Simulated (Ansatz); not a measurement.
# AlH₃NO radical: one species, many methods

One table from this session's results is given with a row withheld; the runs are named, their logs left out.

The runs use Ansatz 0.2.0, Gaussian basis; functionals in def2-TZVPP, the program's frozen cores in correlated methods.

Plan: LDA (SPW92), PBE-D4, revPBE-D4, BLYP-D4, r2SCAN-D4, B97M-V, PBE0-D4, B3LYP-D4, r2SCANh-D4, r2SCAN0-D4, HSE06-D4, BHLYP-D4, CAM-B3LYP-D4, LC-ωPBE, ωB97X-V, ωB97M-V, B2PLYP, PBE-QIDH; CCSD(T)/def2-SVP; CCSD(T)/def2-TZVPP; MP2/def2-QZVPP; extrapolation to the limit; RPA on PBE.

## The relaxed structure

All runs share one geometry, relaxed beforehand with PBE0-D4 in a triple-zeta def2 set.

SMILES `[NH2][Al][OH]`, 6 atoms, charge 0, spin multiplicity 2.

Atoms are counted from 1 here; the program's logs count them from 0.

Bond lengths: N1–Al2 1.769 Å, N1–H4 1.009 Å, N1–H5 1.006 Å, Al2–O3 1.706 Å, O3–H6 0.955 Å. Angles: Al2–N1–H4 124.1°, Al2–N1–H5 125.0°, H4–N1–H5 110.9°, N1–Al2–O3 116.1°, Al2–O3–H6 122.8°.

The first run:

Contents of in.yaml:

```yaml
crystal:
  periodic: [false, false, false]
  atoms:
    - {symbol: N, position_ang: [-0.923916, 0.240222, -0.760829]}
    - {symbol: Al, position_ang: [0.595155, 0.601328, 0.070682]}
    - {symbol: O, position_ang: [1.194141, -0.618497, 1.101206]}
    - {symbol: H, position_ang: [-1.434324, -0.623570, -0.657221]}
    - {symbol: H, position_ang: [-1.394741, 0.861566, -1.396804]}
    - {symbol: H, position_ang: [2.005685, -0.525147, 1.596767]}
basis:
  gaussian: {orbitals: def2-TZVPP}
magnetization: {spin_polarized: true, initial_magnetization: 1}
hamiltonian: {xc: lda}
output: {orbitals: {seedname: orbitals}}
```

Steps of the session up to this table: LDA; PBE-D4 (GGA); revPBE-D4 (GGA); BLYP-D4 (GGA); r2SCAN-D4 (meta-GGA); B97M-V (meta-GGA); PBE0-D4 (hybrid); B3LYP-D4 (hybrid); r2SCANh-D4 (hybrid); r2SCAN0-D4 (hybrid); HSE06-D4 (hybrid); BHLYP-D4 (hybrid); CAM-B3LYP-D4 (range-separated); LC-ωPBE-D4 (range-separated; the results give it without D4); ωB97X-V (range-separated); ωB97M-V (range-separated); B2PLYP (double hybrid); PBE-QIDH (double hybrid).

One of the session's tables, all rows but one given; the rest of the session is left out.

It belongs to the step «Frontier levels by functional». 

| functional | HOMO (eV) | LUMO (eV) | gap (eV) |
| --- | --- | --- | --- |
| LDA (SPW92) | -4.61 | -3.34 | 1.27 |
| PBE-D4 | -4.62 | -3.00 | 1.62 |
| revPBE-D4 | -4.59 | -2.85 | 1.74 |
| BLYP-D4 | -4.42 | -3.03 | 1.39 |
| r2SCAN-D4 | -4.90 | -2.54 | 2.36 |
| B97M-V | ? | ? | ? |
| PBE0-D4 | -5.68 | -2.16 | 3.52 |
| B3LYP-D4 | -5.43 | -2.55 | 2.88 |
| r2SCANh-D4 | -5.29 | -2.32 | 2.97 |
| r2SCAN0-D4 | -5.87 | -2.00 | 3.87 |
| HSE06-D4 | -5.27 | -2.53 | 2.74 |
| BHLYP-D4 | -6.55 | -1.53 | 5.02 |
| CAM-B3LYP-D4 | -6.87 | -1.41 | 5.45 |
| LC-ωPBE | -8.22 | -0.01 | 8.21 |
| ωB97X-V | -7.75 | -0.44 | 7.31 |
| ωB97M-V | -7.32 | -0.71 | 6.61 |

Estimate the missing values for B97M-V.

**Answer.** HOMO (eV): -4.50; LUMO (eV): -3.63; gap (eV): 0.87. In the column «HOMO (eV)» it lies between revPBE-D4 (-4.59) and BLYP-D4 (-4.42).
